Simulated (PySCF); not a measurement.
Molfile (atoms numbered from 1):
```
C4H7N
     RDKit          3D

 12 11  0  0  0  0  0  0  0  0999 V2000
    2.1168    1.0417   -0.4918 C   0  0  0  0  0  0  0  0  0  0  0  0
    1.3959    0.0889   -0.4131 C   0  0  0  0  0  0  0  0  0  0  0  0
    0.4457   -0.9985   -0.2179 C   0  0  0  0  0  0  0  0  0  0  0  0
   -0.6441   -0.6785    0.6928 N   0  0  0  0  0  0  0  0  0  0  0  0
   -1.5202    0.3654    0.1994 C   0  0  0  0  0  0  0  0  0  0  0  0
    2.7763    1.8515   -0.5938 H   0  0  0  0  0  0  0  0  0  0  0  0
    0.0079   -1.2739   -1.1841 H   0  0  0  0  0  0  0  0  0  0  0  0
    0.9757   -1.8693    0.1838 H   0  0  0  0  0  0  0  0  0  0  0  0
   -0.2607   -0.4049    1.5936 H   0  0  0  0  0  0  0  0  0  0  0  0
   -2.3011    0.5437    0.9368 H   0  0  0  0  0  0  0  0  0  0  0  0
   -1.0045    1.3141   -0.0079 H   0  0  0  0  0  0  0  0  0  0  0  0
   -1.9866    0.0191   -0.7238 H   0  0  0  0  0  0  0  0  0  0  0  0
  1  2  3  0
  2  3  1  0
  3  4  1  0
  4  5  1  0
  1  6  1  0
  3  7  1  0
  3  8  1  0
  4  9  1  0
  5 10  1  0
  5 11  1  0
  5 12  1  0
M  END
```

One averaged value for each set of equivalent atoms, single conformer, gas phase, non-relativistic. GIAO PBE0/pcSseg-1 shieldings; J couplings at B3LYP/pcJ-1 (spin–dipole term only in couplings to heteroatoms); geometry from GFN2-xTB; PySCF 2.14.0 with density-fitted response routines.

Scale: TMS for $^{1}$H (σ = 31.72 ppm) (reference shieldings calculated alike).

The spectrum was simulated from the full spin Hamiltonian at 600 MHz with 1.0 Hz Lorentzian lines, from shifts rounded to 0.01 ppm and J to 0.1 Hz, couplings under 1 Hz left out. Exchangeable protons (1H) are left uncoupled and out of the list.

Q: List the maxima of its $^{1}$H spectrum with integrals.

A: 
Maxima in Hz from TMS (height), grouped by integral:
2H: 2101.7 (34), 2098.3 (34)
3H: 1578.0 (100)
1H: 1005.4 (9), 1002.0 (17), 998.6 (9)

Q: Summarise it as multiplets with assignments.

A: $^{1}$H NMR (600 MHz, computed): δ 3.50 (d, J = 3.4 Hz, 2H, H7/H8), 2.63 (s, 3H, H10/H11/H12), 1.67 (t, J = 3.4 Hz, 1H, H6), -0.05 (br s, 1H, H9). These are first-order names; overlap and second-order distortion can hide them in the list.

OH/NH shifts are gas-phase values; hydrogen bonding in solution moves them, usually downfield. Multiplet labels drop couplings under 1 Hz and merge nearly equal ones. Couplings to exchangeable protons are dropped.
